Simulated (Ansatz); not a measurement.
C3H5NO, SMILES `NCC=C=O`. Total charge 0; spin multiplicity 1. Geometry: relaxed with PBE0-D4/def2-TZVP. It is one conformer, not always the lowest.

```xyz
10

N    -0.237    1.446   -0.380
C     0.585    0.261   -0.170
C    -0.159   -0.809    0.579
C    -0.773   -1.789   -0.034
O    -1.295   -2.664   -0.584
H     0.313    2.183   -0.808
H    -0.573    1.802    0.507
H     0.884   -0.118   -1.150
H     1.515    0.460    0.383
H    -0.259   -0.773    1.657
```

Problem. What is the dipole moment at B3LYP/def2-TZVPP? (Best estimate.)

Solution. Ansatz gave: 2.75 D, with components (1.65, 1.73, 1.35) D in this frame, pointing from negative to positive charge.

Problem. And with PBE, r2SCAN, ωB97M-V? (An estimate is asked.)

Solution. Ansatz gave: PBE 2.60 D, r2SCAN 2.70 D, ωB97M-V 2.70 D.

Problem. Give the Mulliken charges with B3LYP, ωB97M-V, r2SCAN in def2-TZVPP. (An estimate is asked.)

Solution. The calculation gave: 
```json
{"atom": "N1", "B3LYP": "-0.32", "ωB97M-V": "-0.27", "r2SCAN": "-0.34"}
{"atom": "C2", "B3LYP": "-0.02", "ωB97M-V": "-0.07", "r2SCAN": "0.09"}
{"atom": "C3", "B3LYP": "-0.26", "ωB97M-V": "-0.26", "r2SCAN": "-0.24"}
{"atom": "C4", "B3LYP": "0.21", "ωB97M-V": "0.24", "r2SCAN": "0.22"}
{"atom": "O5", "B3LYP": "-0.15", "ωB97M-V": "-0.16", "r2SCAN": "-0.17"}
{"atom": "H6", "B3LYP": "0.12", "ωB97M-V": "0.10", "r2SCAN": "0.12"}
{"atom": "H7", "B3LYP": "0.12", "ωB97M-V": "0.10", "r2SCAN": "0.12"}
{"atom": "H8", "B3LYP": "0.07", "ωB97M-V": "0.09", "r2SCAN": "0.03"}
{"atom": "H9", "B3LYP": "0.08", "ωB97M-V": "0.11", "r2SCAN": "0.05"}
{"atom": "H10", "B3LYP": "0.12", "ωB97M-V": "0.13", "r2SCAN": "0.11"}
```

B3LYP here is the variant with VWN-RPA as its local correlation; programs differ in this.
